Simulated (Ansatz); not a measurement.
Band gap (eV) along a series of related solids, from LDA (Ansatz, an electronic-structure program, plane waves, PAW); r²SCAN0 (Ansatz, plane waves, PAW).

```tsv
solid	LDA	r²SCAN0
rock-salt KF	5.81	9.34
rock-salt KCl	4.74	7.57
rock-salt KBr	4.03	6.65
rock-salt KI	3.61	5.99
```

Members of the series are missing where a level wasn't run or failed, where a doubt is noted on the run or the magnetic state, for phases of high temperature or layered ones, and where values are held back for tests.

Density-functional gaps are differences of (generalised) Kohn–Sham levels.

Spin–orbit coupling is included only where a level's name says +SOC; with heavier elements it mostly lowers gaps and can invert bands. Cells: LDA at the measured cell; r²SCAN0 at the measured cell. Ansatz's density-functional and Hartree–Fock values are scalar-relativistic unless marked +SOC, with PAW data made under PBE.
